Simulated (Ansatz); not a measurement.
# ClHS: the cost of one run

Computed with Ansatz 0.2.0, Gaussian basis. Level: cc-pVTZ, core rule «outside noble gas», up to 10 orbitals frozen.

Plan: UHF; CCSD(T) on ROHF; CCSD(T) on UHF; BCCD(T) on ROHF; CCSDT(Q) on ROHF; CCSDT(Q) on UHF; CASSCF and MRCISD+Q, 4 electrons in 4 orbitals; CASSCF and NEVPT2, 4 electrons in 4 orbitals; CASSCF and MRCISD+Q, 14 electrons in 9 orbitals; CASSCF and NEVPT2, 14 electrons in 9 orbitals.

### Step 1. The system

The geometry derives from fragments relaxed apart (PBE0/def2-TZVP) and kept rigid, so it is no stationary point. A hydrogen atom is moved between rigid fragments.

3 atoms, charge 0, spin multiplicity 3.

Atoms are counted from 1 here; the program's logs count them from 0.

Bond lengths: H2–S3 1.380 Å.

### Step 2. UHF

Input file in.yaml:

```yaml
crystal:
  periodic: [false, false, false]
  atoms:
    - {symbol: Cl, position_ang: [0.000000, 0.000000, -1.820000]}
    - {symbol: H, position_ang: [0.000000, 0.000000, 0.220000]}
    - {symbol: S, position_ang: [0.000000, 0.000000, 1.600000]}
basis:
  gaussian: {orbitals: cc-pVTZ}
magnetization: {spin_polarized: true, initial_magnetization: 2}
hamiltonian: {xc: hf}
output: {orbitals: {seedname: orbitals}}
```

Started as:

```bash
> ansatz run in.yaml --threads 1 --pin off --events-out ev --progress --plain --max-ram 2816MiB --backend cpu
```

What time and memory should one allow on 1 thread of AMD EPYC 7R13, shared host?

About 6.5 s, with a peak of 0.25 GiB.
